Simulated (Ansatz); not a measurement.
# C2H3F2N: the cost of one run

Program: Ansatz 0.2.0. Level of theory: RKS B3LYP-D4/def2-SVP. These are calculated values, not measurements.

### 1 The structure to begin with

Bond lengths: C1–N2 1.452 Å, N2–C3 1.276 Å, C3–F4 1.317 Å, C3–F5 1.359 Å, C1–H6 1.137 Å, C1–H7 1.044 Å, C1–H8 1.109 Å. Angles: C1–N2–C3 111.1°, N2–C1–H6 106.3°, N2–C1–H7 114.3°, N2–C1–H8 107.7°, H6–C1–H7 110.4°, H6–C1–H8 104.2°, H7–C1–H8 113.3°, N2–C3–F4 125.7°, N2–C3–F5 119.3°, F4–C3–F5 114.7°.

Structure file:

```xyz
8

C    -0.7921   -0.2518    0.5781
N     0.2149    0.7555    0.2980
C     0.9944    0.3777   -0.6394
F     0.9485   -0.7850   -1.2555
F     2.0472    1.1632   -0.9862
H    -1.4869    0.1984    1.3579
H    -0.4067   -1.1610    0.9160
H    -1.4272   -0.3541   -0.3247
```

### 2 Relaxing end A

The input, input.yaml:

```yaml
crystal:
  periodic: [false, false, false]
  atoms:
    - { symbol: C, position_ang: [-0.7921, -0.2518, 0.5781] }
    - { symbol: "N", position_ang: [0.2149, 0.7555, 0.298] }
    - { symbol: C, position_ang: [0.9944, 0.3777, -0.6394] }
    - { symbol: F, position_ang: [0.9485, -0.785, -1.2555] }
    - { symbol: F, position_ang: [2.0472, 1.1632, -0.9862] }
    - { symbol: H, position_ang: [-1.4869, 0.1984, 1.3579] }
    - { symbol: H, position_ang: [-0.4067, -1.161, 0.916] }
    - { symbol: H, position_ang: [-1.4272, -0.3541, -0.3247] }
basis:
  gaussian: { orbitals: def2-SVP }
hamiltonian:
  xc: b3lyp
  dispersion: d4
relax:
  f_tol: 0.015
  max_steps: 40
output:
  orbitals: {}
```

Run with:

```bash
ansatz run input.yaml --threads 1 --pin off --max-ram 2048MiB --backend cpu --events-out ev --progress --plain --runs-dir out
```

**Question.** How long does this run take on 1 thread of Arm Neoverse V1, shared host, and how much memory does it need?

About 52 s, with a peak of 0.16 GiB.
